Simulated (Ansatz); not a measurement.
Voigt–Reuss–Hill shear modulus (GPa) along a series of related solids, from HSE06 (Ansatz, a first-principles code, plane waves, PAW).

| solid | HSE06 |
|---|---|
| zinc-blende BP | 175 |
| zinc-blende AlP | 51.1 |
| zinc-blende GaP | 57.0 |
| zinc-blende InP | 35.6 |

A member of the series is missing where a level wasn't run or failed, where a doubt is noted on the run or the magnetic state, for phases of high temperature or layered ones, and where values are held back for tests.

Spin–orbit coupling is left out, also for the solids with elements from indium on (zinc-blende InP); its size isn't shown.

Each level is taken at its own relaxed cell. Ansatz's density-functional and Hartree–Fock values are scalar-relativistic unless marked +SOC, with PAW data made under PBE.
